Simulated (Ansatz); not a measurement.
# AlBClH2: the cost of one run

Program: Ansatz 0.2.0. Level of theory: UKS LDA/def2-SVP. These are calculated values, not measurements.

### Step 1. The structure to begin with

Bond lengths: Al1–B2 2.026 Å, B2–Cl3 1.647 Å, Al1–H4 1.570 Å, Al1–H5 1.562 Å. Angles: Al1–B2–Cl3 164.4°, B2–Al1–H4 128.9°, B2–Al1–H5 120.7°, H4–Al1–H5 110.5°.

Coordinates:

```xyz
5

Al   -0.5553    0.3724   -0.3895
B     0.9303   -0.4572    0.7103
Cl    2.0250   -1.4954    1.3703
H    -1.4627   -0.2962   -1.4830
H    -0.9373    1.8764   -0.2080
```

### Step 2. Relaxing end A

input.yaml reads:

```yaml
crystal:
  periodic: [false, false, false]
  atoms:
    - { symbol: Al, position_ang: [-0.55529, 0.37242, -0.38951] }
    - { symbol: B, position_ang: [0.93027, -0.45723, 0.71031] }
    - { symbol: Cl, position_ang: [2.02498, -1.49544, 1.37026] }
    - { symbol: H, position_ang: [-1.46268, -0.29616, -1.48304] }
    - { symbol: H, position_ang: [-0.93728, 1.87641, -0.20802] }
magnetization:
  spin_polarized: true
  initial_magnetization: 1
basis:
  gaussian: { orbitals: def2-SVP }
hamiltonian:
  xc: lda
relax:
  f_tol: 0.02
  max_steps: 50
```

Run with:

```console
ansatz run input.yaml --threads 1 --pin off --max-ram 2048MiB --backend cpu --events-out ev --progress --plain --runs-dir out
```

What time and memory should one allow on 1 thread of Arm Neoverse V1, shared host?

About 8.2 s, with a peak of 0.14 GiB.
